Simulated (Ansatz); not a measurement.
Geometry optimisation, Ansatz, RKS revPBE-D4/def2-SVP.

The input (input.yaml):

```yaml
crystal:
  periodic: [false, false, false]
  atoms:
    - { symbol: Si, position_ang: [-0.093074, -5.0e-06, -1.01745] }
    - { symbol: H, position_ang: [1.145568, -7.9e-05, 1.332254] }
    - { symbol: H, position_ang: [1.73308, 6.2e-05, 0.910192] }
    - { symbol: H, position_ang: [-0.789438, 1.110336, -0.18557] }
    - { symbol: H, position_ang: [-0.789437, -1.110313, -0.185526] }
basis:
  gaussian: { orbitals: def2-SVP }
hamiltonian:
  xc: revpbe
  dispersion: d4
relax:
  f_tol: 0.03
  max_steps: 50
output:
  orbitals: {}
```

Launched with:

```bash
$ ansatz run input.yaml --threads 1 --pin off --max-ram 2048MiB --backend cpu --events-out ev --progress --plain --runs-dir out
```

Task: Where does it end, and by what steps?

Result: It converged. After 6 steps the energy has fallen by 0.399 eV; H2 moved furthest, 0.50 Å.

| step | energy less start (eV) | largest force component (eV/Å) | accepted |
| --- | --- | --- | --- |
| 0 | 0.0000 | 1.601 | yes |
| 1 | -0.1652 | 0.507 | yes |
| 2 | -0.2916 | 0.616 | yes |
| 3 | -0.3118 | 1.249 | yes |
| 4 | -0.3875 | 0.269 | yes |
| 5 | -0.3965 | 0.167 | yes |
| 6 | -0.3988 | 0.018 | yes |

```xyz
5
Properties=species:S:1:pos:R:3
Si 0.208 0.000 -0.704
H 0.729 0.000 1.061
H 1.416 0.000 0.546
H -0.573 1.135 -0.024
H -0.573 -1.135 -0.024
```

Whether the end is a true minimum wasn't checked by a vibrational analysis.

The run took 4.3 s on 1 thread of Intel(R) Xeon(R) Platinum 8259CL CPU @ 2.50GHz (Skylake/Cascade Lake), on a shared host, peak memory 0.1 GiB.
